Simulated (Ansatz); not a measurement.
The cluster Li₂H₄⁻. Total charge -1; doublet. Geometry r2SCAN-D4/def2-TZVPD, basis def2-TZVPD, Ansatz.

Cartesian coordinates in Å:
```
Li -0.852 0.938 -1.261
Li 0.859 -0.958 1.239
H 1.702 -1.888 2.348
H -1.581 1.785 -2.508
H 0.267 0.406 0.129
H -0.395 -0.284 0.052
```

| run | HOMO (eV) | LUMO (eV) |
| --- | --- | --- |
| A | 0.39 | 2.23 |
| B | 0.50 | 1.30 |
| C | -1.08 | 2.79 |
| D | -1.68 | 3.07 |
| E | -0.14 | 2.37 |
| F | 0.23 | 2.04 |

HSE06 is defined as in plane-wave codes, on full-range PBE exchange. In the doublet, H5 and H6 lie 0.96 Å apart (atoms count from 1), so these atoms are partly bonded to each other. The structure comes from a short search, and lower isomers may exist.

HOMO and LUMO are taken over both spins.

Question: The runs used CAM-B3LYP, HSE06, LDA (SPW92), PBE0, r2SCAN, ωB97M-V. Estimate which is which.

Answer: A r2SCAN (0 % exact exchange); B LDA (SPW92) (0 % exact exchange); C CAM-B3LYP (range-separated); D ωB97M-V (range-separated); E PBE0 (25 % exact exchange); F HSE06 (range-separated). Exact exchange lowers occupied and raises empty levels; among semilocal functionals meta-GGAs tend to open the gap a little, and such runs are hard to tell apart. The gap grows from 0.80 eV (LDA (SPW92)) to 4.75 eV (ωB97M-V). At r2SCAN-D4/def2-TZVPD, LDA (SPW92)/def2-TZVPD, HSE06-D4/def2-TZVPD the highest occupied level of the charge -1 doublet lies above zero (up to 0.50 eV). By energy differences its removal costs 1.83 eV (vertical, to the charge 0 singlet, at CCSD(T)/def2-TZVPPD).
